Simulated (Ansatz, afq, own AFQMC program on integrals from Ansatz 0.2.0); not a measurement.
AFQMC on a folder of integrals that Ansatz 0.2.0 wrote.

```yaml
crystal:
  periodic: [false, false, false]
  atoms:
    - {symbol: Zr, position_ang: [0.000000, 0.000000, 0.000000]}
    - {symbol: Si, position_ang: [0.000000, 0.000000, 2.308942]}
basis:
  gaussian: {orbitals: def2-SVP}
magnetization: {spin_polarized: false}
correlation: {method: ccsd_t, electrons: outside_noble_gas, hamiltonian_folder: ham}
```

```sh
$ ansatz run in.yaml --threads 1 --pin off --events-out ev --progress --plain --max-ram 1382MiB
```

Options of the walk:

```
--method phaseless --trial cisd --walkers 10 --populations 1 --least-time 40 --time-step 0.02 --steps-per-block 25 --equilibration-blocks 12 --max-blocks 40 --target-error 0.00068 --factor-cut 1e-05 --seed 277 --taylor-order 4
```

Times are imaginary, in 1/Eh. The walk had a cap of 219 s. Core potentials past Kr, no spin–orbit coupling.

Log:

```
orbitals 40  electrons 4 4  factors 323 of 496
reference energy -335.15154937 Eh
CCSD correlation -0.20708989 Eh in 17 cycles, weight of the determinant in the CISD state 0.7852
energy of the start -335.358639 Eh
 block  time / (1/Eh)  mean weight  energy / Eh
     1     0.500  1.0087  -335.354588
     2     1.000  0.9946  -335.357121
     3     1.500  1.0124  -335.371647
     4     2.000  1.0019  -335.361636
     5     2.500  0.9964  -335.371689
     8     4.000  1.0069  -335.368787
    11     5.500  1.0072  -335.378758
    14     7.000  0.9926  -335.370215
    16     8.000  0.9399  -335.416674
    17     8.500  1.0132  -335.375279
    20    10.000  0.9880  -335.365923
    23    11.500  1.0127  -335.381092
    26    13.000  0.9854  -335.370226
    29    14.500  0.9855  -335.373597
    32    16.000  0.9896  -335.362660
    35    17.500  0.9931  -335.358060
    38    19.000  1.0041  -335.374691
    41    20.500  0.9983  -335.366514
    44    22.000  1.0021  -335.365943
    47    23.500  1.0098  -335.373948
    50    25.000  1.0020  -335.344518
    52    26.000  1.0011  -335.375046
blocks merged  error / Eh  count
     1  0.002067  40
     2  0.001747  20
     4  0.002041  10
energy -335.369248 +/- 0.002067 Eh
(rows thinned)
```

The run failed at least one of its tests; the cautions name the faults.

Against this walk (error 56.2 meV) on the same determinant: CCSD(T) 224.3 meV lower, CCSDT(Q) 362.3 meV lower, a separate phaseless walk with a CISD trial and standard settings 169.9 ± 62.4 meV lower. The error is statistical and leaves out the bias of the constraint. None of these is a sure reference here.

Cautions: constraint bias not in the error; error not settled; error above the target (56.2 against 18.5 meV); no spin-orbit coupling; outer-core shells of the metal frozen; higher spins were not checked; restricted determinant unstable towards unrestricted (UHF 1.61 eV lower, ⟨S²⟩ 2.38); strong correlation (T1 0.043, weight of the determinant 0.79, largest double 0.18); (T) is large, 9 % of the CCSD correlation; (Q) is large, 107 meV, so the cluster series hasn't closed; CCSDT(Q) on the UHF determinant differs (107 meV higher), by its state or its frozen core; the sampling time fell short of the least asked; so few walkers bias the energy; the time-step error isn't removed.

The walk took 2.1 s on 1 thread of Intel(R) Xeon(R) Platinum 8488C (Sapphire Rapids) (shared host). The log's last line is the phaseless energy.

CCSDT and higher add their correlation energy to the determinant of the CCSD(T) run, since their own runs factorise the integrals more tightly (a shift of under 2 meV). A walk keeps the symmetry of its determinant, which the program's search chose and which needn't be the lowest solution, so a lower state of the same spin and another symmetry isn't excluded.
